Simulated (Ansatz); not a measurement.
# CO3: the cost of one run

Computed with Ansatz 0.2.0, driven from Python. Level of theory: Hartree-Fock/cc-pVDZ.

### Step 1. The structure

Bond lengths: O1–C2 1.388 Å, C2–O3 1.258 Å, C2–O4 1.388 Å. Angles: O1–C2–O3 120.0°, O1–C2–O4 120.0°, O3–C2–O4 120.0°.

No structure file is read: the coordinates are typed or built in the script.

### Step 2. Script

Contents of run_freq.py:

```python
# -*- coding: utf-8 -*-
"""Vibrations and zero-point energy of CO3(2-)."""

import itertools
import warnings

import ansatz as az
from ase.data import atomic_numbers, covalent_radii
import numpy as np

BASIS = "cc-pVDZ"
XC = "hf"
NET_CHARGE = -2


def main():
    warnings.simplefilter("ignore", az.DeckWarning)

    molecule = (
        az.Crystal.molecule()
        .atom("O", [1.2278, -0.6094, -0.0613])
        .atom("C", [-0.0014, 0.0325, 0.0001])
        .atom("O", [-0.0553, 1.2893, 0.002])
        .atom("O", [-1.1711, -0.7124, 0.0592])
    )

    model = (
        molecule.calculation()
        .basis(gaussian=BASIS)
        .functional(XC)
        .charge(NET_CHARGE)
    )
    symbols = [site.symbol for site in molecule.cartesian_sites]
    start = np.array([site.position_ang for site in molecule.cartesian_sites], dtype=float)
    rep = model.relax(force_tolerance=0.003).run().report
    end = np.array(rep["positions_ang"])

    # pairs closer than 1.2 times the sum of covalent radii, before or after
    radius = [covalent_radii[atomic_numbers[s]] for s in symbols]
    span = lambda where, i, j: np.linalg.norm(where[i] - where[j])
    bonded = [(i, j) for i, j in itertools.combinations(range(len(symbols)), 2) if min(span(start, i, j), span(end, i, j)) < 1.2 * (radius[i] + radius[j])]
    print("pair        before    after (A)")
    for i, j in bonded:
        print(f"{symbols[i]}{i}-{symbols[j]}{j}".ljust(10), f"{span(start, i, j):8.4f} {span(end, i, j):8.4f}")
    for first, second in list(itertools.combinations(bonded, 2)):
        shared = set(first) & set(second)
        if shared and symbols[(j := shared.pop())] != "H":
            i, k = sorted((set(first) | set(second)) - {j})
            u, v = end[i] - end[j], end[k] - end[j]
            angle = np.degrees(np.arccos(np.clip(u @ v / np.linalg.norm(u) / np.linalg.norm(v), -1, 1)))
            print(f"final angle {symbols[i]}{i}-{symbols[j]}{j}-{symbols[k]}{k}: {angle:.2f} deg")

    # frequencies need a stationary point, so they are taken at the relaxed geometry
    minimum = az.Crystal.molecule()
    for symbol, place in zip(symbols, end):
        minimum = minimum.atom(symbol, place.tolist())
    vibrating = (
        minimum.calculation()
        .basis(gaussian=BASIS)
        .functional(XC)
        .charge(NET_CHARGE)
        .phonons(temperatures=(200, 600, 100))
    )
    vib = vibrating.run().report["vibrations"]
    sums = vib["harmonic_sums"]
    modes = [m["omega_inv_cm"] for m in sums["modes_at_gamma"] if m["rigid_motion"] == "no"]
    for number, w in enumerate(modes, start=1):
        print(f"mode {number:2d} {w:9.1f} 1/cm {w / 8065.544 * 1000:8.2f} meV")
    print("imaginary modes:", sum(w < 0 for w in modes), " zero-point energy:", round(sums["zero_point_energy_ev"], 4), "eV")
    print("T (K)   F_vib (eV)   S_vib (meV/K)   C_vib (meV/K)")
    for row in zip(sums["temperatures_k"], sums["vibrational_free_energy_ev"], vib["entropy_ev_per_k"], vib["heat_capacity_ev_per_k"]):
        print(f"{row[0]:6.1f} {row[1]:11.4f} {1000 * row[2]:13.4f} {1000 * row[3]:15.4f}")


if __name__ == "__main__":
    main()
```

### Step 3. The calls as engine input

The package turns the script's settings into the engine's input (first run):

```yaml
crystal:
  periodic: [false, false, false]
  atoms:
    - { symbol: O, position_ang: [1.2278, -0.6094, -0.0613] }
    - { symbol: C, position_ang: [-0.0014, 0.0325, 0.0001] }
    - { symbol: O, position_ang: [-0.0553, 1.2893, 0.002] }
    - { symbol: O, position_ang: [-1.1711, -0.7124, 0.0592] }
basis:
  gaussian:
    orbitals: cc-pVDZ
hamiltonian:
  xc: hf
total_charge: -2.0
relax:
  f_tol: 0.003
```

### Step 4. Launch

On the command line:

```console
> python run_freq.py
```

**Question.** How long does this script take on 1 thread of Arm Neoverse V1, shared host, and how much memory does it need?

About 9.7 s, with a peak of 0.17 GiB.
